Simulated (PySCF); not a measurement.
**Stretching NaP⁺**

Set-up: Na def2-SVP, P def2-SVP; no relativity (PySCF 2.14). Energies in eV from Na⁺ + P in their ground configurations at the same level. State: ⁴Σ⁻ (quartet), unpaired electrons σ ↑, π ↑↑.

All columns are PBE. A positive dipole points towards P; it is taken about the centre of mass and depends on that origin.

| R (Å) | E (eV) | μ (D) | Mulliken charge on Na (basis-dependent) | HOMO (eV) | LUMO (eV) | Mayer bond order | ⟨S²⟩ |
| --- | --- | --- | --- | --- | --- | --- | --- |
| 2.694 | -0.200 | -5.56 | 0.83 | -11.42 | -9.53 | 0.34 | 3.75 |
| 2.820 | -0.262 | -5.90 | 0.83 | -11.25 | -9.38 | 0.33 | 3.75 |
| 2.945 | -0.295 | -6.26 | 0.83 | -11.08 | -9.22 | 0.32 | 3.75 |
| 3.039 | -0.306 | -6.54 | 0.84 | -10.96 | -9.10 | 0.31 | 3.75 |
| 3.133 | -0.308 | -6.82 | 0.84 | -10.84 | -8.98 | 0.29 | 3.75 |
| 3.227 | -0.304 | -7.11 | 0.85 | -10.72 | -8.86 | 0.28 | 3.75 |
| 3.352 | -0.292 | -7.50 | 0.86 | -10.57 | -8.69 | 0.26 | 3.75 |
| 3.509 | -0.271 | -8.01 | 0.87 | -10.39 | -8.48 | 0.23 | 3.75 |
| 3.697 | -0.242 | -8.62 | 0.89 | -10.18 | -8.24 | 0.20 | 3.75 |
| 3.948 | -0.202 | -9.46 | 0.91 | -9.92 | -7.93 | 0.17 | 3.75 |

A fit through these points gives, at Re = 3.115 Å, μ = -6.77 D and dμ/dR = -3.04 D/Å; the reduced mass is 13.2 u.

Problem. How strong is the fundamental in the double-harmonic approximation, I = 42.26·(dμ/dR)²/μred km/mol?

Solution. I = 42.26·(-3.04)²/13.2 = 29.6 km/mol at PBE.

The bond is weak. Basis-set superposition, not corrected here, can be much of De in a small basis, most of all at correlated wavefunction levels. For an ion De counts to the pair picked by the measured ionisation energies or electron affinities, which need not be the lowest pair at this level. The state is the lowest determinant that a PBE0 search found; another state may lie lower at other levels.
